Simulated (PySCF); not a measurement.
# CH4FSi (SMILES C[SiH]F) at UHF/def2-TZVPPD

Aim: the vertical doublet–quartet gap of CH4FSi at UHF/def2-TZVPPD, from 2 runs. Input form: a Python script.

The results are computed with PySCF 2.14.0.

1 further run of the same task is left out (set aside as unsound or not needed).

**1. The molecule**

The species is CH4FSi (7 atoms), meant as a doublet with charge 0. As SMILES, `C[SiH]F`. Geometry: relaxed at PBE0-D4/def2-TZVP.

Bond lengths: C1–Si2 1.864 Å, Si2–F3 1.609 Å, C1–H4 1.091 Å, C1–H5 1.093 Å, C1–H6 1.094 Å, Si2–H7 1.494 Å. Angles: C1–Si2–F3 108.7°, C1–Si2–H7 111.7°, F3–Si2–H7 106.7°, Si2–C1–H4 111.5°, Si2–C1–H5 109.9°, Si2–C1–H6 110.0°, H4–C1–H5 108.4°, H4–C1–H6 108.5°, H5–C1–H6 108.5°.

**2. A single-point energy at UHF/def2-TZVPPD**

The input, geometry.xyz:

```xyz
7
CH4FSi
C     -0.653500     0.389500    -0.298000
Si     0.917400    -0.594100    -0.104100
F      0.640700    -1.812800     0.909600
H     -1.444900    -0.207800    -0.754100
H     -0.470200     1.260900    -0.931700
H     -1.000700     0.738300     0.679600
H      2.011300     0.226000     0.498700
```

The input, input.py:

```python
from pyscf import gto

mol = gto.Mole()
mol.atom = 'geometry.xyz'
mol.spin = 1
mol.basis = 'def2-tzvppd'
mol.max_memory = 1860
mol.verbose = 3
mol.build()

calc0 = mol.UHF()
calc0.conv_tol = 1e-10
calc0.kernel()
if not calc0.converged:
    calc0 = calc0.newton().run(calc0.mo_coeff, calc0.mo_occ)

etot = calc0.e_tot
print('E = %.10f Eh' % etot)
```

On the command line:

```
$ OMP_NUM_THREADS=1 python input.py
```

Standard output:

```text
converged SCF energy = -428.673158985895  <S^2> = 0.75333721  2S+1 = 2.0033344
E = -428.6731589859 Eh
```

Run time: 33 s. Hardware: 1 thread of Arm Neoverse V1, shared host; peak memory 1.4 GiB.

**3. The quartet, same level**

The input, calc.py:

```python
from pyscf import gto, scf

system = gto.M(
    atom='''
C       -0.653500       0.389500      -0.298000
Si       0.917400      -0.594100      -0.104100
F        0.640700      -1.812800       0.909600
H       -1.444900      -0.207800      -0.754100
H       -0.470200       1.260900      -0.931700
H       -1.000700       0.738300       0.679600
H        2.011300       0.226000       0.498700
''',
    verbose=3,
    charge=0,
    max_memory=1860,
    basis='def2-tzvppd',
    spin=3,
)

calc0 = scf.UHF(system)
calc0.conv_tol = 1e-10
calc0.kernel()
if not calc0.converged:
    calc0 = calc0.newton().run(calc0.mo_coeff, calc0.mo_occ)

e_tot = calc0.e_tot
print(f'total energy: {e_tot:.8f} hartree')
```

On the command line:

```
$ OMP_NUM_THREADS=1 python calc.py
```

Standard output:

```text
WARN: HOMO 0.0531747254773532 >= LUMO -0.350985752419355

WARN: HOMO -0.118973896982482 >= LUMO -0.285711587070537

WARN: HOMO -0.11134306776291 >= LUMO -0.205321582701302

WARN: HOMO -0.110304174637555 >= LUMO -0.162573536059035

WARN: HOMO -0.114314668818317 >= LUMO -0.158873764740086

WARN: HOMO -0.116294961962424 >= LUMO -0.15266452696757

WARN: HOMO -0.119401478314415 >= LUMO -0.147974817937872

WARN: HOMO -0.124588036540672 >= LUMO -0.141705143402206

WARN: HOMO -0.127406290817476 >= LUMO -0.138399147131693

WARN: HOMO -0.12962529241176 >= LUMO -0.135639905185002

WARN: HOMO -0.133055219828613 >= LUMO -0.133575432450101

WARN: HOMO -0.129154459608088 >= LUMO -0.133062405624329

converged SCF energy = -428.383283462884  <S^2> = 3.7769793  2S+1 = 4.013467
total energy: -428.38328346 hartree
```

It took 73 s on 1 thread of Arm Neoverse V1, shared host; peak memory 1.4 GiB.

**4. What came out**

At UHF/def2-TZVPPD:

| quantity | value |
| --- | --- |
| doublet: total energy | -428.67316 Eh |
| doublet: dipole moment | 1.84 D |
| doublet: HOMO energy (highest over α and β) | -9.23 eV |
| doublet: LUMO energy (lowest over α and β) | 1.23 eV |
| doublet: ⟨S²⟩ | 0.753 |
| quartet: total energy | -428.38328 Eh |
| quartet: dipole moment | 4.30 D |
| quartet: HOMO energy (highest over α and β) | -3.77 eV |
| quartet: LUMO energy (lowest over α and β) | -3.66 eV |
| quartet: ⟨S²⟩ | 3.777 |
| vertical energy of the quartet above the doublet | 7.888 eV |

**Reading.** At this shape the quartet lies 7.89 eV (761 kJ/mol) above the doublet. Mulliken charges (doublet) run from -0.38 on F3 to +0.57 on Si2; in a basis this large or diffuse they mean little. Mulliken charges (quartet) run from -0.25 on F3 to +0.08 on C1; in a basis this large or diffuse they mean little.
